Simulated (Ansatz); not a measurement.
Smallest direct gap on the k points sampled of zinc-blende CdTe at several levels of theory

No measured value is used here.

| level (code) | value (eV) |
|---|---|
| LDA+SOC (Ansatz) | 0.24 |
| BLYP (Ansatz) | 0.68 |
| r²SCAN+SOC (Ansatz) | 1.02 |
| HSE06+SOC (Ansatz) | 1.33 |
| Hartree–Fock (Ansatz) | 7.35 |

Computed values are for a static lattice. Levels without +SOC have no spin–orbit coupling; where heavier elements are present it shifts gaps, mostly down, and can invert bands.  Values are at the measured cell. Cutoffs and k meshes differ between the levels. Ansatz's density-functional and Hartree–Fock values are scalar-relativistic unless marked +SOC, with PAW data made under PBE.

Ansatz is a first-principles code.
